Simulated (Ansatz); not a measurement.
Elements on the sites of an ideal bcc lattice, at a guessed lattice constant:

```yaml
crystal:
  lattice:
    - [-5.01941, 5.01941, -1.67314]
    - [-5.01941, -1.67314, 5.01941]
    - [1.67314, 5.01941, 5.01941]
  atoms:
    - { symbol: Li, position: [0.50000, 0.50000, 0.00000] }
    - { symbol: Li, position: [0.60000, 0.10000, 0.10000] }
    - { symbol: Li, position: [0.70000, 0.70000, 0.20000] }
    - { symbol: Li, position: [0.80000, 0.30000, 0.30000] }
    - { symbol: Li, position: [0.30000, 0.80000, 0.30000] }
    - { symbol: Li, position: [0.10000, 0.10000, 0.60000] }
    - { symbol: Li, position: [0.90000, 0.90000, 0.40000] }
    - { symbol: Ti, position: [0.00000, 0.00000, 0.00000] }
    - { symbol: Ti, position: [0.20000, 0.20000, 0.20000] }
    - { symbol: Ti, position: [0.40000, 0.40000, 0.40000] }
    - { symbol: Ti, position: [0.50000, 0.00000, 0.50000] }
    - { symbol: Ti, position: [0.60000, 0.60000, 0.60000] }
    - { symbol: Ti, position: [0.30000, 0.30000, 0.80000] }
    - { symbol: Ti, position: [0.80000, 0.80000, 0.80000] }
    - { symbol: Ti, position: [0.90000, 0.40000, 0.90000] }
    - { symbol: Ti, position: [0.40000, 0.90000, 0.90000] }
    - { symbol: Ga, position: [0.10000, 0.60000, 0.10000] }
    - { symbol: Ga, position: [0.00000, 0.50000, 0.50000] }
    - { symbol: Ga, position: [0.70000, 0.20000, 0.70000] }
    - { symbol: Ga, position: [0.20000, 0.70000, 0.70000] }
```

Cell and atoms were relaxed without symmetry on coarser meshes and computed once more. Level of theory: DFT r2SCAN, scalar-relativistic, plane waves, PAW (Ansatz 0.2.0).

Plane waves to 500 eV, a k mesh through Γ of 4×5×5 on the computed 20-atom cell and Gaussian smearing (0.10 eV); no spin polarisation.

The relaxation ran on 2×2×2 (shifted) k points with a smearing of 0.1 eV, from sites shaken by 0.02 Å.

Question: What does the relaxation give?

Answer: A volume of 16.11 Å³/atom and no gap on the mesh. It lies 0.00 eV/atom above the elements' standard states (static lattices, no corrections for gases). The atoms leave their sites by 0.31 Å (root mean square) and 0.63 Å at most, and the cell stretches by up to 15.7 % at fixed volume, so the lattice hasn't survived.

```yaml
crystal:
  lattice:
    - [-5.48131, 4.43210, -1.65030]
    - [-5.40630, -1.61337, 4.31786]
    - [2.01776, 4.43908, 4.39984]
  atoms:
    - { symbol: Li, position: [0.46586, 0.50903, 0.00486] }
    - { symbol: Li, position: [0.63954, 0.12658, 0.10286] }
    - { symbol: Li, position: [0.71410, 0.66902, 0.21746] }
    - { symbol: Li, position: [0.80368, 0.28069, 0.33901] }
    - { symbol: Li, position: [0.28104, 0.79397, 0.29281] }
    - { symbol: Li, position: [0.04550, 0.10325, 0.58032] }
    - { symbol: Li, position: [0.90648, 0.87490, 0.36370] }
    - { symbol: Ti, position: [0.08037, 0.00504, 0.96762] }
    - { symbol: Ti, position: [0.20310, 0.23020, 0.20628] }
    - { symbol: Ti, position: [0.38255, 0.41001, 0.40490] }
    - { symbol: Ti, position: [0.45908, 0.98389, 0.52314] }
    - { symbol: Ti, position: [0.60773, 0.57971, 0.62101] }
    - { symbol: Ti, position: [0.26507, 0.29728, 0.79179] }
    - { symbol: Ti, position: [0.83103, 0.79676, 0.79129] }
    - { symbol: Ti, position: [0.86968, 0.38658, 0.90229] }
    - { symbol: Ti, position: [0.45596, 0.90977, 0.92052] }
    - { symbol: Ga, position: [0.09274, 0.60907, 0.07634] }
    - { symbol: Ga, position: [0.99653, 0.50226, 0.51688] }
    - { symbol: Ga, position: [0.66014, 0.18628, 0.70426] }
    - { symbol: Ga, position: [0.22680, 0.72013, 0.68437] }
```

The final mesh leaves forces up to 0.13 eV/Å and stresses up to 0.1 GPa: the relaxation ran on a coarser mesh, so the cell's shape, its bonds and its energy belong partly to that mesh.

Cost: 2 runs of about 41 core-minutes in all (earlier runs that led there not counted), on Arm Neoverse V2 (shared hosts).